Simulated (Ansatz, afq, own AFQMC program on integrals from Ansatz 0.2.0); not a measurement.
# BHBr, quartet: AFQMC among the cluster methods

```
atom   x (Å)    y (Å)    z (Å)
   B  0.0000  -0.6063   1.8277
  Br  0.0000  -0.0611  -3.5387
   H  0.0000   0.6674   1.7110
```

Connectivity, by distances: BH ··· Br.

Basis cc-pVDZ. Only valence electrons are correlated. Integrals, coupled cluster, full CI and functionals: Ansatz 0.2.0; the random walks run on the same integrals in our own AFQMC program. ph-AFQMC/CISD is guided by a CISD state made of CCSD amplitudes; releasing the constraint for a short imaginary time cuts its bias at the price of noise, slowly where states lie close. Uncertainties: one standard error, sampling alone. No spin–orbit coupling.

Determinant: UHF, the one that the program's search chose, which needn't be the lowest solution. The geometry is a point of a scan.

No full CI on the walks' own integrals is used here; CCSDT(Q) serves as the reference and is uncertain by about the last step of the cluster series.

Cautions: no relativity below Rb; no spin-orbit coupling; inner d shell frozen; lower spins were not checked.

```
T1 diagnostic                               : 0.0124
weight of the determinant in the CISD state : 0.913
⟨S²⟩ of the determinant                     : 3.758
size of the correlated space                : 11 electrons in 31 orbitals
```

Reference: CCSDT(Q), correlation energy -4.501 eV. The released energy is read at 2.40 1/Eh (meV from the phaseless value at times in 1/Eh: -4 ± 5 at 0.24, -9 ± 5 at 0.51, -15 ± 5 at 0.99, -24 ± 8 at 1.62, -16 ± 8 at 2.40).

```
         level  E − E(reference) (kJ/mol)  share of correlation (%)
            HF                      434.2                      0.00
           MP2                       83.7                     80.72
          CCSD                        6.5                     98.51
       CCSD(T)                        1.8                     99.58
         CCSDT                        0.4                     99.91
 ph-AFQMC/CISD                  2.0 ± 0.5                     99.54
released AFQMC                  0.4 ± 0.8                     99.90
```

A walk keeps the symmetry of its determinant, which the program's search chose and which needn't be the lowest solution, so a lower state of the same spin and another symmetry isn't excluded. Released energies are given only where the last usable release times agree within the noise; a slower fall can still hide under it.
